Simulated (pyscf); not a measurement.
Four-centre exchange: H₃Ge–SeH (SMILES [GeH3][SeH]) + HF (SMILES F) → H₂Se (SMILES [SeH2]) + F–GeH₃ (SMILES [F][GeH3])

Gas phase, singlet surface, charge 0. Bonds broken: Se1–Ge2, F7–H8. Bonds formed: Se1–H8, Ge2–F7. Optimised with ωB97X-D3(BJ)/def2-SVP in PySCF. MP2 and CC: frozen core, UHF for open shells. ΔMP2 is the change of the MP2 total energy from the triple- to the quadruple-zeta basis.

Transition state (Å):

```xyz
8

Se     0.6249    -0.8253     0.2948
Ge    -1.5599     0.8227     0.0500
H     -0.1527    -2.0485     0.0722
H     -2.5484     1.6162    -0.8324
H     -2.3708    -0.2908     0.7184
H     -0.8226     1.8137     0.9491
F     -0.6411     0.5334    -1.7389
H      0.1232    -0.1132    -1.2504
```

One imaginary mode, 579i cm⁻¹; descent along it reached the two sides named, in the forms told below.

| bond | change | reactant side (Å) | saddle | product side |
|---|---|---|---|---|
| Se1–Ge2 | breaks | 2.364 | 2.7 | 3.8 |
| F7–H8 | breaks | 0.935 | 1.114 | 2.213 |
| Se1–H8 | forms | 2.359 | 1.774 | 1.466 |
| Ge2–F7 | forms | 3.2 | 2.032 | 1.757 |

Electronic energies relative to the separated reactants (kcal/mol):

```json
[
 {"level": "ωB97X-D3(BJ)/def2-TZVP", "barrier": "29.0", "reaction energy": "+2.4", "reverse barrier": "26.6"},
 {"level": "PBE/def2-TZVP", "barrier": "20.9", "reaction energy": "-0.4", "reverse barrier": "21.3"},
 {"level": "r²SCAN/def2-TZVP", "barrier": "23.0", "reaction energy": "-1.4", "reverse barrier": "24.4"},
 {"level": "B3LYP-D3(BJ)/def2-TZVP", "barrier": "25.6", "reaction energy": "-1.3", "reverse barrier": "26.9"},
 {"level": "PBE0-D3(BJ)/def2-TZVP", "barrier": "25.4", "reaction energy": "+1.4", "reverse barrier": "24.0"},
 {"level": "M06-2X/def2-TZVP", "barrier": "25.9", "reaction energy": "-2.6", "reverse barrier": "28.5"},
 {"level": "ωB97M-D3(BJ)/def2-TZVP", "barrier": "27.5", "reaction energy": "-1.6", "reverse barrier": "29.1"},
 {"level": "HF/def2-TZVP", "barrier": "44.5", "reaction energy": "-4.7", "reverse barrier": "49.1"},
 {"level": "MP2/def2-QZVPP", "barrier": "30.5", "reaction energy": "+2.5", "reverse barrier": "28.0"},
 {"level": "CCSD/def2-TZVPP", "barrier": "34.1", "reaction energy": "+0.1", "reverse barrier": "34.0"},
 {"level": "CCSD(T)/def2-TZVPP", "barrier": "31.2", "reaction energy": "+0.6", "reverse barrier": "30.6"},
 {"level": "CCSD(T)/def2-TZVPP + ΔMP2(QZVPP)", "barrier": "31.5", "reaction energy": "+1.2", "reverse barrier": "30.3"}
]
```

With CCSD(T)/def2-TZVPP + ΔMP2(QZVPP) energies and thermal terms (ideal gas, 1 atm, RRHO with modes under 100 cm⁻¹ raised to 100, one conformer, R ln 2 for chiral ones without a mode under 150 cm⁻¹), in kcal/mol:

```tsv
T (K)	ΔH‡	ΔG‡	ΔH	ΔG
298	29.8	39.7	-0.1	0.0
600	29.5	50.0	-0.9	+0.5
900	29.7	60.2	-1.3	+1.3
1200	30.2	70.3	-1.5	+2.1
```

On the reactant side the descent ends in a complex, 6.3 kcal/mol under the separated species and 35.3 kcal/mol under the saddle at ωB97X-D3(BJ)/def2-TZVP. This is the saddle that the search found; another between the same sides may lie lower. The CCSD(T) − MP2 part came from Ansatz, without density fitting, on the same reference. The frozen core leaves the outer d or s,p core shells of the metals and heavy elements correlated in the MP2 and CC values, and def2-TZVPP describes them poorly, which can shift differences by a few kcal/mol. Elements up to Kr have no core potential and no relativistic terms here.
